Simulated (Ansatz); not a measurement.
A nudged elastic band was laid between two geometries of AlH3O + H2 (7 atoms, charge 0, multiplicity 1).

The calculation used RKS revPBE-D4/def2-SVP in Ansatz.

```
movable images  : 5
climbing image  : yes
spring          : 5.0 eV/Å²
optimiser       : quadratic models (default)
start path      : through a guess of the saddle point
force threshold : 0.03 eV/Å
iteration limit : 60
end points      : relaxed
```

Image 0:

```xyz
7
Properties=species:S:1:pos:R:3
Al -0.047 -0.156 0.202
O -0.048 -0.606 1.877
H -0.870 -0.710 2.381
H 1.391 -0.122 -0.481
H -1.427 0.074 -0.579
H 0.112 2.338 0.525
H 0.128 2.030 1.229
```

Image 6:

```xyz
7
Properties=species:S:1:pos:R:3
Al 0.042 0.475 -0.157
O -0.013 0.131 1.896
H -0.847 -0.314 2.144
H 1.375 -0.293 -0.621
H -1.390 -0.215 -0.457
H 0.083 2.087 -0.035
H -0.010 0.977 2.386
```

Task: Which bonds break or form, and what moves?

Result: Bonds broken: H6–H7. Bonds formed: Al1–H6, O2–H7. AlH3O + H2 becomes AlH5O.

Task: Give the energies along the band, and the barrier.

Result: It converged. The highest image is number 3 of 0 to 6, 0.79 eV above the first end and 0.51 eV above the last; the last end lies 0.29 eV above the first. A vibrational analysis at the climbing image gives one clearly imaginary mode, 1056i cm⁻¹: a first-order saddle point. The orbitals stay closed-shell, which can raise the energy where a bond breaks towards radicals; this wasn't checked here.

```
image  path coordinate (Å)  energy (eV)  H6–H7 (Å)  Al1–H6 (Å)  O2–H7 (Å)
    0                 0.00         0.00       0.77        2.52       2.72
    1                 0.49         0.04       0.77        2.40       2.29
    2                 0.97         0.31       0.81        2.08       1.79
    3                 1.46         0.79       1.07        1.80       1.26
    4                 1.90         0.49       1.58        1.67       1.02
    5                 2.34         0.34       2.12        1.63       0.98
    6                 2.78         0.29       2.67        1.62       0.98
```

Task: What is the geometry of the highest image?

Result: 
```xyz
7
Properties=species:S:1:pos:R:3
Al 0.014 0.225 -0.004
O 0.015 -0.029 1.893
H -0.829 -0.262 2.326
H 1.421 -0.107 -0.670
H -1.419 -0.036 -0.663
H 0.043 1.872 0.731
H -0.007 1.183 1.543
```

Task: What are the harmonic wavenumbers there?

Result: 1056i, 423, 434, 564, 586, 725, 743, 782, 999, 1365, 1676, 1844, 1886, 1913, 3713 cm⁻¹.

Time of the run: 55 s on 1 thread of Arm Neoverse V1, with other jobs on the host, peak memory 0.098 GiB.
